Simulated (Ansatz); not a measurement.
Reaction (SMILES): Cl[CH]Cl → [CH-](Cl)Cl (an electron is taken up)
B3LYP-D3(BJ)/def2-TZVP geometries, fixed; electronic energies without zero-point terms; positive where energy is released.

The adiabatic electron affinity at CCSD(T) with Ansatz (a quantum-chemistry and plane-wave program), in eV, split into its Hartree-Fock and correlation parts. Cores are frozen. Open shells are unrestricted. No added dispersion term, no relativity. Functions are those of the species that has most. These sets lack the diffuse functions that anions need.

| basis | X | functions | Hartree-Fock | CCSD(T) |
|---|---|---|---|---|
| cc-pV(D+d)Z | 2 | 65 | 0.066 | 0.678 |
| cc-pV(T+d)Z | 3 | 122 | 0.065 | 1.064 |
| cc-pV(Q+d)Z | 4 | 213 | 0.112 | 1.256 |

Worked estimate of the basis-set limit from each neighbouring pair, with Hartree-Fock from the larger set and the correlation part extrapolated as X^-3.
Correlation parts: X = 2: 0.612, X = 3: 0.999, X = 4: 1.144.
- (2,3): (27·(0.999) - 8·(0.612))/19 = 1.162; with Hartree-Fock 0.065 the estimate is 1.227 eV.
- (3,4): (64·(1.144) - 27·(0.999))/37 = 1.250; with Hartree-Fock 0.112 the estimate is 1.362 eV.
The last two estimates differ by 0.135 eV; the largest set lies 0.106 from the last. Over the last step Hartree-Fock moves by 0.047 and the correlation part by 0.145.
